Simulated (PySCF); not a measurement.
O$_{2}$S, quintet, geometry from GFN2-xTB of the parent state (a higher spin typed on purpose: for a closed-shell molecule this is an excited state).

Here is a job for PySCF.
```python
from pyscf import gto, scf, dft

mol = gto.M(
    atom='''
O    -1.266836    0.436461   -0.024666
S    -0.018368   -0.373545    0.019250
O     1.303571    0.310630   -0.013833
''',
    basis='cc-pvdz',
    charge=0,
    spin=4,
    verbose=4,
)

mf = dft.UKS(mol)
mf.xc = 'blyp'
mf.kernel()
mf.analyze()
```

**Question.** Predict the dipole moment from BLYP/cc-pVDZ (PySCF).

**Answer.** 0.99 D

**Question.** Estimate the HOMO energy that BLYP/cc-pVDZ returns for this input.

**Answer.** -0.21 eV

These values belong to the state on which the SCF converged, which isn't shown to be the lowest.
